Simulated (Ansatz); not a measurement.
Ideal-gas functions of FH4PSi (`F[SiH2]P`) at 800 K and 1 bar, from an Ansatz frequency run at PBE0-D4/def2-TZVP.

Molar mass 82.09 g/mol, point group C1 (symmetry number 1), electronic degeneracy 1, moments of inertia 29.335, 142.186, 161.665 u Å². Harmonic wavenumbers (cm⁻¹, unscaled): 125, 199, 447, 469, 652, 717, 759, 862, 905, 956, 1086, 2232, 2241, 2397, 2414.

Use S(trans) = R[1.5 ln M + 2.5 ln T − 1.1517]; rotational temperatures θ = 24.2544 K / I; S(rot) = R[ln(√π/σ · √(T³/θAθBθC)) + 1.5]; for each mode x = 1.438777 ν̃/T, S = R[x/(eˣ − 1) − ln(1 − e⁻ˣ)] and H = RT x/(eˣ − 1); 1 cm⁻¹ = 0.0119627 kJ/mol; R = 8.31446 J/(mol·K).

**Question.** By hand: the entropy, in J/(mol·K).

**Answer.** Translation 184.3. Rotation: θ = 0.8268, 0.1706, 0.15 K, giving 116.6. Vibration, mode by mode: 20.74, 16.90, 10.35, 9.97, 7.45, 6.75, 6.34, 5.45, 5.13, 4.76, 3.96, 0.77, 0.76, 0.60, 0.59, in all 100.5. Electronic 0.0. Sum 401.4 J/(mol·K).

**Question.** By hand: H − E and G − E in kJ/mol, counted from the electronic energy.

**Answer.** Zero-point energy ½ × 16461 × 0.0119627 = 98.5; thermal vibration 41.7; translation, rotation and pV give 4 RT = 26.6. H − E = 166.8 kJ/mol, and G − E = 166.8 − 800 × 401.4/1000 = -154.3 kJ/mol.

Vibration gives 25 % of the entropy, 20.7 J/(mol·K) of it from the mode under 150 cm⁻¹: soft modes count most, and the harmonic formula is weakest for them. The sum counts one conformer and one mirror image; others add a mixing term.
